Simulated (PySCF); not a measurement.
Computed NMR parameters against published values

Cartesian coordinates in Å; atom numbers follow the order of the lines, from 1:
```xyz
16

C     2.8212    1.2657    0.1827
C     2.1729    0.2551    0.1730
C     1.3667   -0.9542    0.1520
C    -0.0838   -0.7057   -0.2662
C    -0.8477    0.1848    0.6978
C    -2.2752    0.4416    0.2491
H     3.4019    2.1572    0.1908
H     1.3887   -1.4121    1.1475
H     1.8304   -1.6746   -0.5294
H    -0.5867   -1.6751   -0.3494
H    -0.0945   -0.2597   -1.2661
H    -0.8490   -0.2794    1.6910
H    -0.3140    1.1344    0.8055
H    -2.8108    1.0737    0.9607
H    -2.8341   -0.4933    0.1491
H    -2.2968    0.9433   -0.7223
```

The experiment to reproduce: δ ¹³C C2 83.0; C1 66.0 ppm (measured; solution, not stated per compound (mostly CDCl3 or CCl4); Pretsch, Buehlmann, Badertscher, Structure Determination of Organic Compounds, 4th ed. (2009)).

Calculated, not measured (PySCF 2.14): shielding tensors at B97-2/pcSseg-2 (GIAO), PBE0-D3(BJ)/def2-TZVP geometry. Isolated molecule, fast rotation and ring inversion assumed for equivalent nuclei, relativity neglected, single conformer.

Q: What does the calculation give, and how does it compare?

A: 
Reference values: measured (solution, not stated per compound (mostly CDCl3 or CCl4); Pretsch, Buehlmann, Badertscher, Structure Determination of Organic Compounds, 4th ed. (2009)).
```json
{"atoms": "C2", "quantity": "δ ¹³C", "reference": "83.0", "computed": "88.8", "computed, scaled": "83.7"}
{"atoms": "C1", "quantity": "δ ¹³C", "reference": "66.0", "computed": "72.9", "computed, scaled": "68.3"}
```

Computed shifts are σ(ref) − σ with the named reference compound (TMS for H and C) calculated as an isolated molecule at the same level. The measured values may be among those fitted. Empirical linear scaling, fitted to shifts measured mostly in CDCl3 for H and C (δ vs TMS): ¹³C: δ = 176.83 − 0.965σ (rms 2.0 ppm, 507 shifts, 2.1 ppm with the 1 outlier that the fit left out). A few per cent of atoms miss by over 2 rms, more outside the fitted compound classes.

Q: How far are the unscaled ¹³C shifts from the references?

A: Mean signed difference +6.35 ppm, mean absolute 6.35 ppm over 2 comparisons; the largest is +6.9 ppm at C1 (terminal alkyne carbon).
